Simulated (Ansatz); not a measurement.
## SiH3 (silyl radical): the energy, rung by rung

The species is SiH3 (4 atoms), meant as a doublet with charge 0. As SMILES, `[SiH3]`. The shape was relaxed beforehand at B3LYP/def2-SVP.

Each level gives the adiabatic electron affinity (to the singlet anion, shapes relaxed at B3LYP/def2-SVP, no zero-point term) (eV). The values are calculated.

The electron affinity is E(neutral) − E(anion): positive where the electron is bound.

| level | kind | program | value (eV) | less CCSD(T)/def2-TZVPP | CPU time (all runs) |
| --- | --- | --- | --- | --- | --- |
| UHF/def2-TZVPP | Hartree–Fock | Ansatz | 0.04 | -1.09 | 0.57 s |
| UBLYP/def2-TZVPP | GGA | Ansatz | 1.13 | 0.00 | 1.7 s |
| UB3LYP/def2-TZVPP | global hybrid | Ansatz | 1.24 | +0.11 | 1.8 s |
| UPBE0-D4/def2-TZVPP | global hybrid | Ansatz | 1.18 | +0.05 | 1.8 s |
| U-wB97M-V/def2-TZVPP | range-separated hybrid | Ansatz | 1.27 | +0.14 | 7.2 s |
| UB2PLYP/def2-TZVPP | double hybrid | Ansatz | 1.10 | -0.03 | 2.9 s |
| RPA@PBE/def2-TZVPP | RPA | Ansatz | 1.37 | +0.24 | 2.4 s |
| UMP2/def2-TZVPP | perturbation theory | Ansatz | 0.99 | -0.14 | 0.79 s |
| UCCSD(T)/def2-TZVPP | coupled cluster or CI | Ansatz | 1.13 | 0.00 | 2.9 s |

Differences are taken from UCCSD(T)/def2-TZVPP for orientation; it has basis-set and higher-order errors of its own. The values span 0.04 to 1.37 eV. In so small a basis fixed costs decide the times, and correlated methods can beat functionals. Times are those of the runs behind each value, whatever else they computed, on shared processors of several kinds: orders of magnitude only.
